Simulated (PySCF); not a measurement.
# C4H8S (trans-2,3-Dimethylthiirane): the cost of one run

Computed with PySCF 2.14.0, with density-fitted response routines of our own, on a single molecule, in the gas phase or a continuum. Atoms are numbered from 0 throughout.

## Step 1: The starting structure

13 atoms, charge 0, multiplicity 1; geometry from: GFN2-xTB. The atoms were then displaced at random by about 0.01 Å, so the start is not that level's minimum.

Bonds of the start (Å): C0–C1 1.51, C1–S2 1.82, S2–C3 1.79, C3–C4 1.54, C3–C1 1.45, C0–H5 1.10, C0–H6 1.11, C0–H7 1.07, C1–H8 1.09, C3–H9 1.08, C4–H10 1.09, C4–H11 1.07, C4–H12 1.11.

## Step 2: Geometry optimisation at PBE0-D3(BJ)/def2-TZVP

Job settings and geometry (Å):

```
{"job": {"xc": "PBE0", "basis": "def2-TZVP", "d3": "d3bj", "grid": 2, "shake": 0.01, "kind": "geom"}, "charge": 0, "multiplicity": 1}
C      1.878960     0.434350     0.473350
C      0.647740    -0.402820     0.200270
S      0.333460    -0.940580    -1.510550
C     -0.536450     0.177660    -0.413200
C     -1.938910    -0.262670     0.034580
H      1.741590     0.964110     1.428680
H      1.981130     1.210230    -0.307940
H      2.776760    -0.140990     0.492990
H      0.500350    -1.192470     0.941370
H     -0.510770     1.209470    -0.718780
H     -1.943320    -1.313470     0.320190
H     -2.663620    -0.097830    -0.736260
H     -2.261110     0.338140     0.906370
```

Command:

```console
$ OMP_NUM_THREADS=1 python probes_run.py task.json out
```

One launch serves the whole session: the jobs run in the order shown.

**Question.** How long does this first job take on 1 thread of Arm Neoverse V1, shared host, and how much memory does it need?

About 2.8 min, with a peak of 1.1 GiB.
